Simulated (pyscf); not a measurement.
H₂C=CH–SiH₃ + H₂ → H₂C=CH–SiH₃ + H₂ (four-centre exchange; singlet surface; H–Si, H–H broken, H–Si, H–H formed). Single points on ωB97X-D3(BJ)/def2-SVP structures (PySCF, gas phase). Energies in kcal/mol from the separated reactants.

| level | barrier | reaction energy |
|---|---|---|
| ωB97X-D3(BJ)/def2-TZVP | 66.3 | 0.0 |
| r²SCAN/def2-TZVP | ? | 0.0 |
| PBE0-D3(BJ)/def2-TZVP | ? | 0.0 |
| M06-2X/def2-TZVP | 68.2 | 0.0 |
| ωB97M-D3(BJ)/def2-TZVP | 65.3 | 0.0 |
| HF/def2-TZVP | 81.8 | 0.0 |

Question: Complete the blanks.

Answer: 
- r²SCAN/def2-TZVP, barrier: 61.3
- PBE0-D3(BJ)/def2-TZVP, barrier: 60.9

The functionals in the table span 7.2 kcal/mol in this barrier, from PBE0-D3(BJ) to M06-2X. At the saddle there is also a short H–Si contact that neither side keeps. The same reactants have a lower exit, to H₃C–CH=SiH₂ + H₂ (barrier +52.6 kcal/mol at ωB97M-D3(BJ)/def2-TZVP, against +65.3 kcal/mol here). One saddle was located; it need not be the lowest between these sides.
